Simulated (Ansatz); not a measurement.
Correlation energies of C2H6NPS, SMILES `CN(P)C=S` by basis set

```csv
atom,x (Å),y (Å),z (Å)
C1,1.140,0.197,-0.192
N2,-0.260,-0.132,0.008
P3,-1.388,0.958,0.737
C4,-0.717,-1.338,-0.389
S5,0.160,-2.515,-1.097
H6,1.774,-0.527,0.325
H7,1.330,1.198,0.191
H8,1.389,0.150,-1.255
H9,-1.045,2.127,0.003
H10,-0.601,1.349,1.855
H11,-1.782,-1.466,-0.186
```

Total charge 0; spin multiplicity 1. The geometry is a stationary point of PBE0-D4/def2-TZVP. It is one conformer, not always the lowest. Frozen core, restricted reference, Ansatz. CBS rows extrapolate triple and quadruple zeta; past MP2 they add the triple-zeta difference.

```
     basis     HF (Eh)  MP2 corr.
  def2-SVP  -871.59666   -0.69015
def2-TZVPP  -872.00590   -0.86965
def2-QZVPP  -872.03342   -0.93251
```

Problem. Estimate the CCSD correlation energy and the (T) correction in each basis where they were run (hartree).

Solution. 
```tsv
basis	CCSD corr.	(T)
def2-SVP	-0.74616	-0.02719
def2-TZVPP	-0.91839	-0.04468
CBS(def2)	-1.02781	as TZ
```
